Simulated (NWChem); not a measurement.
**hydrogen peroxide (H₂O₂) in NWChem**

SMILES: OO
```xyz
4

O     -0.2942     0.6453    -0.0547
O      0.2942    -0.6453    -0.0547
H      0.3673     1.1503     0.4376
H     -0.3673    -1.1503     0.4376
```
Charge 0, spin multiplicity 1.

Program: NWChem. The geometry was optimised at PBE0/def2-SVP, a minimum by its harmonic frequencies. It is one conformer; others weren't searched.

The field's frequency is 0.0428 Ha (1065 nm). This basis has no diffuse functions, which lowers polarisabilities.

The Pople sets run with spherical d functions.

Q: Give the polarisability tensor in bohr³ at HF/6-31G* (spherical d), in the frame of the coordinates, and its isotropic mean.

A: 
```
 7.79  -0.64   0.00
-0.64  15.26   0.00
 0.00   0.00   5.76
```
Mean (one third of the trace): 9.60 bohr³.
